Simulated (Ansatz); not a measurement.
A made-up structure of C$_{3}$H$_{7}$ (charge -1), closed shell:

```
10
angstrom
C -0.6486 0.7130 -0.7763
C 0.3234 -0.4186 -0.5848
C 0.4363 -0.7574 0.8762
H -1.6857 0.4157 -0.5520
H -0.6543 1.0890 -1.8083
H -0.4654 1.6144 -0.1099
H 1.3133 -0.1006 -0.9517
H -0.4874 -1.2085 1.2733
H 0.1593 -1.2877 -1.1690
H 0.6286 0.1315 1.5565
```

It is relaxed with PBE-D4/def2-SVPD and then PBE0-D4/def2-TZVPD (Ansatz 0.2.0). Atoms count as bonded within 1.22 times the sum of their covalent radii (H–H: 0.88 Å). The end point is not checked to be a true minimum.

(1) Does its bonding change? (A judgement: the text doesn't fix the answer.)

The highest PBE0 orbital of the anion lies well above zero, so the extra electron may be unbound in the gas phase.

Results:

(1) Computed: No: no bond forms or breaks.

Where it ends: The first stage lowers the energy by 0.32 eV in 5 steps. It ends as C₃H₇ ([CH2][CH2][CH3]), total charge -1:
```
10
angstrom
C -0.6818 0.7479 -0.8276
C 0.3407 -0.3644 -0.5032
C 0.4480 -0.8261 0.9217
H -1.6909 0.4262 -0.5447
H -0.6953 1.0263 -1.9010
H -0.4578 1.6481 -0.2434
H 1.3212 -0.0028 -0.8614
H -0.5058 -1.2460 1.2838
H 0.0963 -1.2166 -1.1624
H 0.7446 -0.0016 1.5921
```

Labels in which every atom is bracketed show which atoms are joined, not bond orders.

For scale, one of the runs: PBE0-D4/def2-TZVPD relaxation, 174 basis functions, launched by `ansatz run in.yaml --threads 2 --pin off --events-out ev --progress --plain --max-ram 4352MiB`. The run took about 20 s on 2 CPU threads of an Arm Neoverse V2 (shared host).
